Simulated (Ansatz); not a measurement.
# HB–PH2, doublet: the ladder up to UCCSDT(Q)

Geometry: displaced at random from a stationary point.

```csv
atom,x (Å),y (Å),z (Å)
B,0.1030,0.1707,1.3360
P,-0.0778,-0.0389,-0.4731
H,0.0841,-0.4982,2.2293
H,0.6329,-1.1578,-0.9052
H,0.5704,1.0211,-1.1155
```

Basis cc-pVDZ; Ansatz 0.2.0. Only valence electrons are correlated (noble-gas cores frozen), which leaves 11 electrons in 41 orbitals. Prefix R: restricted or restricted open-shell reference; prefix U: unrestricted.

Full CI isn't at hand for all of this; UCCSDT(Q) serves as the reference, and is uncertain by about the last step of the cluster series. The frozen core follows each run's orbitals, which can shift R against U totals by a few meV.

For open shells CISD is restricted-active-space CI with the open shells as a complete middle space.

* UHF ⟨S²⟩: 0.761
* T1 diagnostic (RCCSD): 0.0244
* largest doubles amplitude (RCCSD): 0.067
* T1 diagnostic (UCCSD): 0.0208

```json
{"level": "RHF", "E − E(UCCSDT(Q)) (mEh)": "234.11", "share of correlation (%)": "0.00", "wall time": "–"}
{"level": "UHF", "E − E(UCCSDT(Q)) (mEh)": "231.90", "share of correlation (%)": "0.95", "wall time": "–"}
{"level": "RMP2", "E − E(UCCSDT(Q)) (mEh)": "45.83", "share of correlation (%)": "80.43", "wall time": "–"}
{"level": "UMP2", "E − E(UCCSDT(Q)) (mEh)": "45.58", "share of correlation (%)": "80.53", "wall time": "–"}
{"level": "CISD", "E − E(UCCSDT(Q)) (mEh)": "26.07", "share of correlation (%)": "88.87", "wall time": "7.5 s"}
{"level": "RCCSD", "E − E(UCCSDT(Q)) (mEh)": "8.52", "share of correlation (%)": "96.36", "wall time": "–"}
{"level": "UCCSD", "E − E(UCCSDT(Q)) (mEh)": "8.48", "share of correlation (%)": "96.38", "wall time": "–"}
{"level": "RCCSD(T)", "E − E(UCCSDT(Q)) (mEh)": "1.62", "share of correlation (%)": "99.31", "wall time": "21 s"}
{"level": "UCCSD(T)", "E − E(UCCSDT(Q)) (mEh)": "1.62", "share of correlation (%)": "99.31", "wall time": "15 s"}
{"level": "BCCD(T)", "E − E(UCCSDT(Q)) (mEh)": "1.59", "share of correlation (%)": "99.32", "wall time": "8.5 s"}
{"level": "RCCSDT", "E − E(UCCSDT(Q)) (mEh)": "0.42", "share of correlation (%)": "99.82", "wall time": "–"}
{"level": "UCCSDT", "E − E(UCCSDT(Q)) (mEh)": "0.41", "share of correlation (%)": "99.83", "wall time": "–"}
{"level": "RCCSDT(Q)", "E − E(UCCSDT(Q)) (mEh)": "0.04", "share of correlation (%)": "99.98", "wall time": "2.2 min"}
```

The correlation energy at UCCSDT(Q), counted from RHF, is -6.371 eV. That run took 2 min on 1 thread of Intel Xeon, shared host.

Times hold each run's SCF and search for its determinant on a shared host, so for small cases they say little of a method's own cost; they ran on 1 thread of Intel Xeon.
